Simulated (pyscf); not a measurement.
**Four-centre exchange: disiloxane (H₃Si–O–SiH₃) + water (H₂O) -> HO–SiH₂–O–SiH₃ + hydrogen (H₂)**

Gas phase, singlet surface, charge 0. Bonds broken: Si1–H4, O10–H11. Bonds formed: Si1–O10, H4–H11. PySCF, gas phase, ωB97X-D3(BJ)/def2-SVP geometries.

Transition state (Å):

```xyz
12

Si    -1.5362     0.5816     0.1834
O     -0.3019    -0.5407     0.0806
Si     1.2141    -0.4428    -0.6011
H     -2.3501    -0.5180     1.2598
H     -2.6834     0.4981    -0.7580
H     -0.7975     1.8123    -0.2961
H      1.9168    -1.7295    -0.3514
H      1.1268    -0.2024    -2.0707
H      1.9927     0.6697     0.0213
O     -1.9129     1.4477     1.8135
H     -2.2105     0.3577     1.9536
H     -1.1905     1.8520     2.3187
```

One imaginary mode, 1340i cm⁻¹; descent along it reached the two sides named.

```
bond     change  reactant side (Å)  saddle  product side
-------  ------  -----------------  ------  ------------
Si1–H4   breaks              1.484   1.741           4.3
O10–H11  breaks              0.966   1.139         2.502
Si1–O10   forms                2.7   1.884         1.660
H4–H11    forms                2.7   1.126         0.761
```

Electronic energies relative to the separated reactants (kcal/mol):

| level | barrier | reaction energy | reverse barrier |
|---|---|---|---|
| ωB97X-D3(BJ)/def2-TZVP | 34.2 | -22.9 | 57.1 |
| PBE/def2-TZVP | 28.9 | -21.4 | 50.3 |
| r²SCAN/def2-TZVP | 30.3 | -24.1 | 54.3 |
| B3LYP-D3(BJ)/def2-TZVP | 34.5 | -22.9 | 57.5 |
| PBE0-D3(BJ)/def2-TZVP | 31.5 | -21.4 | 52.9 |
| M06-2X/def2-TZVP | 34.5 | -25.3 | 59.8 |
| ωB97M-D3(BJ)/def2-TZVP | 33.8 | -22.7 | 56.5 |
| HF/def2-TZVP | 54.2 | -20.6 | 74.8 |

With ωB97M-D3(BJ)/def2-TZVP energies and thermal terms (ideal gas, 1 atm, RRHO with modes under 100 cm⁻¹ raised to 100, one conformer, R ln 2 for rigid chiral ones), in kcal/mol:

```json
[
 {"T (K)": "298", "ΔH‡": "32.1", "ΔG‡": "43.3", "ΔH": "-25.3", "ΔG": "-22.7"},
 {"T (K)": "600", "ΔH‡": "32.1", "ΔG‡": "54.8", "ΔH": "-24.2", "ΔG": "-20.5"},
 {"T (K)": "900", "ΔH‡": "32.7", "ΔG‡": "66.0", "ΔH": "-23.3", "ΔG": "-18.9"},
 {"T (K)": "1200", "ΔH‡": "33.6", "ΔG‡": "76.9", "ΔH": "-22.6", "ΔG": "-17.6"}
]
```

This is the saddle that the search found; another between the same sides may lie lower.
